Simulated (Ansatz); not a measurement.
**The oxygen atom (triplet): from Hartree-Fock to the top rungs, cc-pVTZ**

How much of the correlation energy of the oxygen atom (triplet) does each wave-function method recover here?

Program: Ansatz 0.2.0, Gaussian basis. Level of theory: cc-pVTZ, core rule «outside noble gas», up to 1 orbitals frozen. These are calculated values, not measurements.

To be run: UHF; CCSD(T) on ROHF; CCSD(T) on UHF; BCCD(T) on ROHF; CISD; CCSDT(Q) on ROHF; CCSDT(Q) on UHF; CISDTQ; CASSCF and MRCISD+Q, 6 electrons in 4 orbitals; CASSCF and MRCISD+Q(relaxed), 6 electrons in 4 orbitals; CASSCF and NEVPT4(SD), 6 electrons in 4 orbitals; CASSCF and NEVPT2, 6 electrons in 4 orbitals.

### 1 The atom

A free atom, in its lowest state of this spin that the program finds.

1 atom, charge 0, spin multiplicity 3.

### 2 UHF

The input, in.yaml:

```yaml
crystal:
  periodic: [false, false, false]
  atoms:
    - {symbol: O, position_ang: [0.000000, 0.000000, 0.000000]}
basis:
  gaussian: {orbitals: cc-pVTZ}
magnetization: {spin_polarized: true, initial_magnetization: 2}
hamiltonian: {xc: hf}
output: {orbitals: {seedname: orbitals}}
```

On the command line:

```sh
$ ansatz run in.yaml --threads 1 --pin off --events-out ev --progress --plain --max-ram 2393MiB
```

The runs that follow: CCSD(T) on ROHF; CCSD(T) on UHF; BCCD(T) on ROHF; CISD; CCSDT(Q) on ROHF; CCSDT(Q) on UHF; CISDTQ; CASSCF and MRCISD+Q, 6 electrons in 4 orbitals; CASSCF and MRCISD+Q(relaxed), 6 electrons in 4 orbitals; CASSCF and NEVPT4(SD), 6 electrons in 4 orbitals; CASSCF and NEVPT2, 6 electrons in 4 orbitals.

**Question.** What will the summary of the whole plan be? Wanted: UCCSDT(Q) below the RHF energy; RMP2 from UCCSDT(Q); UMP2 from UCCSDT(Q); RCCSD from UCCSDT(Q); RCCSD(T) from UCCSDT(Q); UCCSD(T) from UCCSDT(Q); RCCSDT(Q) from UCCSDT(Q); NEVPT2 valence from UCCSDT(Q); NEVPT4(SD) valence from UCCSDT(Q).

The runs gave:

| quantity | value |
| --- | --- |
| UCCSDT(Q) below the RHF energy | -4.5894 eV |
| RMP2 from UCCSDT(Q) | +522.5 meV |
| UMP2 from UCCSDT(Q) | +527.9 meV |
| RCCSD from UCCSDT(Q) | +93.1 meV |
| RCCSD(T) from UCCSDT(Q) | +12.0 meV |
| UCCSD(T) from UCCSDT(Q) | +9.3 meV |
| RCCSDT(Q) from UCCSDT(Q) | +2.8 meV |
| NEVPT2 valence from UCCSDT(Q) | +811.5 meV |
| NEVPT4(SD) valence from UCCSDT(Q) | +69.2 meV |
| MRCISD+Q valence from UCCSDT(Q) | +16.1 meV |
| levels within 1 kcal/mol (43 meV) | RCCSD(T), UCCSD(T), BCCD(T), RCCSDT, UCCSDT, CISDTQ, RCCSDT(Q), MRCISD+Q valence, MRCISD+Q(relaxed) valence |
| T1 diagnostic | 0.014 |
| effectively unpaired electrons | 2.00 |

**Reading.** RCCSD(T) lands +12.0 meV from the yardstick (0.3 % of the correlation energy). One determinant dominates. Of the multireference levels listed MRCISD+Q valence comes nearest in total energy (+16.1 meV), which doesn't show that its space is the better one. These misses are within one basis, not against nature; the frozen cores of restricted and unrestricted runs differ, which can shift their rows.
